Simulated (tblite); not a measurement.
Start geometry of `FC=C1C[CH]C1` [radical] from a force field or distance geometry (Å):
```
atom  x, y, z in Å
F1     2.7125   -0.2460    0.6251
C2     1.7041    0.6140    0.3153
C3     0.4894    0.1825    0.0610
C4    -0.8112    0.8751   -0.3107
C5    -1.4146   -0.4751   -0.3478
C6    -0.1704   -1.1711   -0.0061
H7     2.0420    1.6410    0.3291
H8    -0.8316    1.3922   -1.2603
H9    -1.2498    1.5066    0.4656
H10   -2.4154   -0.7469   -0.0445
H11   -0.2347   -1.7255    0.9366
H12    0.1810   -1.8475   -0.7895
```

**Question.** What comes out of this run: GFN2-xTB geometry optimisation, gas phase (tblite)?

**Answer.** 
```
atom  x, y, z in Å
F1     2.721   -0.236    0.554
C2     1.700    0.604    0.280
C3     0.475    0.173    0.072
C4    -0.823    0.876   -0.241
C5    -1.459   -0.470   -0.251
C6    -0.191   -1.183    0.058
H7     2.020    1.636    0.256
H8    -0.834    1.421   -1.192
H9    -1.169    1.569    0.533
H10   -2.466   -0.798   -0.393
H11   -0.155   -1.724    1.010
H12    0.182   -1.868   -0.712
```

The energy falls by 0.088 eV over 44 L-BFGS steps, the largest force on an atom goes from 1.37 to 0.010 eV/Å, and the atoms move by 0.129 Å rms after alignment. The bond that changes most is C5–C6 (ends: carbon bonded to 2 C and H; carbon bonded to 2 C and 2 H), which lengthens by 0.021 Å. Bonds longer at the end by more than 0.005 Å: 3 of 12; shorter: 3. Among the angles that change most is C6–C5–H10, from 127.0° to 133.2°. Among the dihedrals that turn most is H10–C5–C6–H11, from -26° to -62°. Rotational constants go from 9791, 2399, 1979 to 9775, 2397, 1972 MHz. The orientation of the end geometry is arbitrary; only internal coordinates are fixed.

Hardware: an Arm Neoverse V2 with one thread (shared host). Cost: 0.13 s of wall time.

Its GFN2-xTB frequencies are all real (lowest 78 cm⁻¹).

All values are computed, not measured.
